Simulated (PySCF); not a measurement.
# Variants of one PySCF input: MgCl

Base input, run as `OMP_NUM_THREADS=1 python input.py` with PySCF 2.14:

```python
from pyscf import gto, scf
from pyscf.geomopt.geometric_solver import optimize

mol = gto.M(
    atom='Mg 0 0 0; Cl 0 0 2.27',
    basis='6-31g',
    charge=0,
    spin=1,
    verbose=4,
)
mf = scf.ROHF(mol)
mf.kernel()
mol_eq = optimize(mf, maxsteps=30)
print('optimised geometry (angstrom)')
print(mol_eq.tostring('raw'))
print('orbital energies (hartree):', mf.mo_energy[..., max(0, mol.nelec[1]-3):mol.nelec[0]+3].round(4))
```

Base result: E(SCF) = -659.128622 Eh, 8 cycles, all at the start geometry; optimised bond 2.307 Å with E = -659.128866 Eh after 4 steps. The last line lists the levels of the start geometry. No search for the lowest solution was made.

Run time: 2.9 s on 1 thread of Arm Neoverse V2 (shared host), peak memory 0.13 GiB.

Each row names what differs from the base; energies in brackets are changes from the base.

| change | result | wall time (s) |
| --- | --- | --- |
| spin (2S): 1 → 3 [a high spin state] | E(SCF) = -658.934522 Eh (+5.2817 eV), 12 cycles, all at the start geometry; optimised bond 4.036 Å with E = -658.970830 Eh after 13 steps | 6.4 |
| damping: none → 0.2 | stops with NotImplementedError (ROHF Fock-damping) during the SCF | 0.77 |
| step after the SCF: optimize → gradient | E(SCF) = -659.128622 Eh (+0.0000 eV), 8 cycles, μz(SCF) = -4.84 D, gradient on the second atom -0.0072 Eh/bohr | 1.1 |
| electric field along z (a.u.): none → 0.05; step after the SCF: optimize → analyze | not converged: SCF after 50 cycles | 0.88 |
| step after the SCF: optimize → ccsd; frozen orbitals: default → 6 | E(SCF) = -659.128622 Eh (+0.0000 eV), 8 cycles, E(CCSD) − E(SCF) = -0.05819 Eh, μz(SCF) = -4.84 D | 0.99 |
| step after the SCF: optimize → eomea; frozen orbitals: default → 6; number of roots: default → 5 [positive roots are unbound] | E(SCF) = -659.128622 Eh (+0.0000 eV), 8 cycles, E(CCSD) − E(SCF) = -0.05819 Eh, μz(SCF) = -4.84 D, attachment roots -1.208, 0.493, 0.493, 0.605, 0.605 eV | 1.4 |
| convergence threshold: default → 0.001 | E(SCF) = -659.128621 Eh (+0.0000 eV), 4 cycles, all at the start geometry; optimised bond 2.307 Å with E = -659.128866 Eh after 4 steps | 2.7 |
| charge: 0 → -1; spin (2S): 1 → 2 [another spin of the ion may lie lower] [no diffuse functions for the anion] [a high spin state] | E(SCF) = -659.111557 Eh (+0.4643 eV), 8 cycles, all at the start geometry; optimised bond 2.439 Å with E = -659.115210 Eh after 6 steps | 3.7 |
| PCM solvent, dielectric constant: none → 78.36; step after the SCF: optimize → analyze | E(SCF) = -659.156657 Eh (-0.7629 eV), 9 cycles, μz(SCF) = -5.99 D | 1.7 |
| geometry: bond 2.27 → bond 10 [unsound on purpose] [stretched restricted solution, likely unstable] | the SCF does not converge, then it stops with RuntimeError (Nuclear gradients of <pyscf.scf.hf.ROHF_Scanner object> not converged) after the SCF | 1.4 |
| functional: none (Hartree–Fock) → hf,lyp; SCF type: ROHF → ROKS; step after the SCF: optimize → analyze | E(SCF) = -660.289752 Eh, 8 cycles, μz(SCF) = -5.04 D | 1.5 |
| geometry: bond 2.27 → bond 1.816 | E(SCF) = -659.046198 Eh (+2.2429 eV), 8 cycles, all at the start geometry; optimised bond 2.307 Å with E = -659.128866 Eh after 8 steps | 4.9 |
| basis set: 6-31g → jorge-dzp | E(SCF) = -659.183130 Eh (-1.4833 eV), 9 cycles, all at the start geometry; optimised bond 2.246 Å with E = -659.183233 Eh after 4 steps | 3.1 |
| basis set: 6-31g → minao | E(SCF) = -659.095512 Eh (+0.9010 eV), 6 cycles, all at the start geometry; optimised bond 2.563 Å with E = -659.101407 Eh after 7 steps | 5.1 |
| spin-free X2C: off → on [basis contracted without relativity] | E(SCF) = -660.657928 Eh, 8 cycles, all at the start geometry; optimised bond 2.304 Å with E = -660.658133 Eh after 4 steps | 3.2 |
| basis set: 6-31g → lanl2dz; core potential: off → on | E(SCF) = -15.557886 Eh, 9 cycles, all at the start geometry; optimised bond 2.267 Å with E = -15.557888 Eh after 3 steps | 1.1 |
| electric field along z (a.u.): none → -0.01; step after the SCF: optimize → analyze | E(SCF) = -659.150004 Eh (-0.5818 eV), 8 cycles, μz(SCF) = -6.02 D | 0.74 |
| basis set: 6-31g → sto-3g | E(SCF) = -651.739241 Eh, 7 cycles, all at the start geometry; optimised bond 2.166 Å with E = -651.742165 Eh after 5 steps | 1.2 |

Problem. Order these changes by how far they move the SCF energy from the base, largest first: (1) PCM solvent, dielectric constant: none → 78.36; step after the SCF: optimize → analyze; (2) electric field along z (a.u.): none → -0.01; step after the SCF: optimize → analyze; (3) geometry: bond 2.27 → bond 1.816.

Solution. (3) +2.2429 eV, (1) -0.7629 eV, (2) -0.5818 eV.
